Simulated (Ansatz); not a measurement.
The same path of C3H5NO (10 atoms, charge 0, multiplicity 1) was run twice with different band settings. The coordinate that changes most is the dihedral H8–C1–O2–C3.

All numbers below come from Ansatz, RKS PBE/def2-SVP.

Relaxed end points:

```xyz
10
Properties=species:S:1:pos:R:3
C 0.008 -0.164 -1.521
O 0.672 -0.112 -0.276
C -0.215 0.118 0.789
C 0.521 0.162 2.059
N 1.090 0.200 3.080
H -0.520 0.792 -1.757
H 0.777 -0.345 -2.294
H -0.743 -0.991 -1.562
H -0.995 -0.684 0.869
H -0.770 1.085 0.676
```

```xyz
10
Properties=species:S:1:pos:R:3
C -0.129 0.299 -1.498
O 0.492 0.501 -0.246
C -0.100 -0.268 0.770
C 0.569 -0.012 2.052
N 1.090 0.181 3.082
H 0.399 0.937 -2.231
H -0.061 -0.765 -1.834
H -1.208 0.587 -1.482
H -0.038 -1.367 0.558
H -1.190 -0.034 0.893
```

Common settings: climbing image yes; spring 5.0 eV/Å²; optimiser quadratic models (default); start path IDPP; force threshold 0.05 eV/Å; iteration limit 60; end points relaxed.

| run | movable images |
| --- | --- |
| 1 | 9 |
| 2 | 1 |

(1) What does each run give, and how far can it be trusted?

Answers

(1) Run 1: converged after 4 iterations, highest image 0.117 eV above the first end. A vibrational analysis at the climbing image gives one clearly imaginary mode, 239i cm⁻¹: a first-order saddle point.
Run 2: converged after 4 iterations, highest image 0.117 eV above the first end. Another band between the same ends (9 images) ends at a top of the same energy, where a vibrational analysis finds 1 clearly imaginary mode. So few images can step over the top or miss a turn of the path.
